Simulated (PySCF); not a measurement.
Compound: (E)-acetaldoxime, C2H5NO.
SMILES: `N(=C\C)/O`

The calculation used TDDFT CAM-B3LYP/def2-SVPD, vertical, gas phase, core orbitals frozen in the response in PySCF. Isolated species at its PBE0-D3(BJ)/def2-SVP geometry (one conformer only). Torsions of this conformer, `[CH3:1]/[CH:2]=[N:3]/[OH:4]`: H–O4–N3–C2 180°.

| state | E (eV) | E (hartree) | f | main configurations (H = HOMO, L = LUMO) |
| --- | --- | --- | --- | --- |
| S1 | 6.11 | 0.2246 | 0.0007 | H-1→L (98%) |
| S2 | 6.86 | 0.2522 | 0.211 | H→L (84%), H→L+1 (10%) |
| S3 | 6.87 | 0.2525 | 0.029 | H→L+1 (86%), H→L (10%) |
| S4 | 7.56 | 0.2777 | 0.0003 | H→L+2 (82%), H→L+3 (13%) |
| S5 | 7.56 | 0.2779 | 0.020 | H-1→L+1 (95%) |
| S6 | 8.29 | 0.3046 | 0.0015 | H→L+3 (81%), H→L+2 (12%) |
| S7 | 8.52 | 0.3132 | 0.064 | H-1→L+2 (87%) |
| S8 | 9.15 | 0.3363 | 0.142 | H-1→L+3 (86%) |
| S9 | 9.19 | 0.3378 | 0.0030 | H→L+5 (44%), H→L+7 (23%), H→L+9 (15%) |
| S10 | 9.26 | 0.3402 | 0.0005 | H-2→L (75%), H-4→L (18%) |

Triplets, Tamm–Dancoff:

| state | E (eV) | λ (nm) | main configurations (H = HOMO, L = LUMO) |
| --- | --- | --- | --- |
| T1 | 4.22 | 293.7 | H→L (93%) |
| T2 | 5.16 | 240.3 | H-1→L (97%) |
| T3 | 6.60 | 187.8 | H→L+1 (92%) |
| T4 | 7.18 | 172.8 | H-1→L+1 (89%) |

The lowest singlet comes at 203 nm (590 kJ/mol) in the ultraviolet; it is very weak; its leading configuration is HOMO-1→LUMO (98%). The strongest level in the table is S2 at 6.86 eV (181 nm, f = 0.211). S2/S3 and S4/S5 lie within about 0.01 eV of each other in each set. Löwdin shares by element: HOMO oxygen 37%, carbon 30%, nitrogen 26%; LUMO carbon 42%, nitrogen 37%, hydrogen 8% or more. Of the 10 states listed, 5 reach f = 0.01 and 2 stay under 0.0005. The oscillator strengths of these states sum to 0.471; summed over the whole spectrum of an exact calculation they would give the number of electrons, 32 (Thomas–Reiche–Kuhn). Orbital energies (eV): HOMO-3 -12.82, HOMO-2 -12.35, HOMO-1 -9.49, HOMO -8.81, LUMO 1.20, LUMO+1 1.50, LUMO+2 1.66. The vertical ionisation energy (ΔSCF) is 9.90 eV, 0.65 eV above S10. Only the lowest 10 singlets were computed, as vertical energies without vibronic structure.
